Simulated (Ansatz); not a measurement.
Run this with the Ansatz DFT code, driven from Python and show what comes out.

`c2h5fs2.py`
```python
import ansatz as az
from ase import Atoms

BASIS_SET = "6-31G*"
XC = "pbe"
FORCE_TOL = 0.02


def main() -> None:
    atoms = Atoms(["C", "C", "F", "S", "S", "H", "H", "H", "H", "H"], positions=[
        [-0.5629, -0.0224, 1.1332],
        [0.168, -0.7675, 0.0868],
        [1.4564, -0.435, 0.1751],
        [-0.3307, -0.4541, -1.6193],
        [0.1627, 1.4725, -1.9927],
        [-0.4632, 1.1171, 1.0096],
        [-1.6556, -0.1965, 1.0801],
        [-0.2154, -0.217, 2.118],
        [0.0882, -1.8187, 0.3341],
        [1.4357, 1.2705, -2.322],
    ])

    first = (
        az.Crystal.molecule_from_ase(atoms).calculation()
        .basis(gaussian=BASIS_SET)
        .functional(XC)
        .relax(force_tolerance=FORCE_TOL, max_steps=80)
    )
    atoms.positions = first.run().report["positions_ang"]

    start = atoms.get_dihedral(2, 1, 0, 5)
    energies = {}
    for turn in range(0, 121, 15):
        turned = atoms.copy()
        turned.set_dihedral(2, 1, 0, 5, start + turn, indices=[0, 5, 6, 7])
        model = az.Crystal.molecule_from_ase(turned).calculation().basis(gaussian=BASIS_SET).functional(XC)
        energies[round((start + turn) % 360)] = model.run().report["free_energy_ev"]
    floor = min(energies.values())
    print("dihedral F2-C1-C0-H5 (deg)   E - E(min) (kcal/mol)")
    for angle, e in sorted(energies.items()):
        print(f"{angle:8d} {23.060548 * (e - floor):14.3f}  " + "#" * int(30 * (e - floor) / max(max(energies.values()) - floor, 1e-9)))


if __name__ == "__main__":
    main()
```

```console
$ python c2h5fs2.py
dihedral F2-C1-C0-H5 (deg)   E - E(min) (kcal/mol)
      64          0.000
      79          0.619  ####
      94          2.141  ###############
     109          3.664  #########################
     124          4.247  ##############################
     139          3.556  #########################
     154          2.050  ##############
     169          0.616  ####
     184          0.062
```

The scan is rigid and the energies are electronic, in a modest basis. With rigid groups the curve can differ much from the relaxed path, the start wasn't checked as a minimum of this torsion, and equivalent turns needn't return to the same energy. It ran for 64 s on 1 thread of Arm Neoverse V2, on a shared host, peak memory 0.25 GiB.
